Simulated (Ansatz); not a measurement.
`FC1=CCCC1`, charge 0, multiplicity 1.

Q: Give a relaxed structure at PBE0-D4/def2-TZVP (Ansatz 0.2.0). (Best estimate.)

A: The calculation gave: 
Z-matrix (Å, degrees):
```
C
C 1 1.544
C 1 1.499 2 103.5
H 1 1.093 2 111.8 3 -121.9
H 1 1.097 2 111.7 3 119.1
C 2 1.536 1 106.1 3 -19.8
H 2 1.090 1 112.6 3 -143.5
H 2 1.092 1 109.1 3 97.5
C 3 1.324 1 109.7 2 12.7
H 3 1.082 1 125.0 2 -170.4
H 6 1.097 2 112.8 1 -98.7
H 6 1.093 2 113.2 1 139.6
F 9 1.334 3 125.8 1 177.2
```
This is one stationary point; other conformers may exist.
